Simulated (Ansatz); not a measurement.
Basis-set extrapolation for BH$_{3}$NS, SMILES `N[B]S` radical (PBE0-D4/def2-TZVP geometry, frozen core, Ansatz 0.2.0). Multiplicity 2, UHF reference.

```
                      def2-TZVPP   def2-QZVPP
                 HF  -478.471503  -478.486567
    MP2 correlation    -0.465065    -0.501441
CCSD(T) correlation    -0.518617    -0.552326
```

Energies in hartree. Use E(X) = E(∞) + A·exp(−7.88·√X) for Hartree–Fock and E(X) = E(∞) + B·X^(−2.97) for correlation, with X = 3 and 4.

What is the CCSD(T) energy at the basis-set limit?

HF limit: -478.486567 + (-0.015064) × 0.13774 = -478.48864. Correlation limit: -0.552326 + (-0.033709) × 0.74074 = -0.57730. Total: -479.06594 hartree, 2.06 eV below CCSD(T)/def2-TZVPP.
